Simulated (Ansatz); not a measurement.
Bi (model structure, started from the dhcp type, P6₃/mmc, No. 194, 4 atoms in the cell): volume per atom by level of theory

No measured value is used here.

```tsv
level (code)	value (Å³/atom)
PBE (Ansatz)	31.72
PBEsol (Ansatz)	30.13
PBE-D3(BJ) (Ansatz)	?
```

Q: What belongs in the gaps?

A: 
- PBE-D3(BJ) (Ansatz, a quantum-chemistry and plane-wave program), value (Å³/atom): 30.24

Density-functional levels without +SOC have no spin–orbit coupling. Ansatz's density-functional and Hartree–Fock values are scalar-relativistic unless marked +SOC, with PAW data made under PBE.

A model structure was made by putting elements into a prototype or built by hand; it is no filed structure, need not be a known phase, and can be a saddle point held by its symmetry.
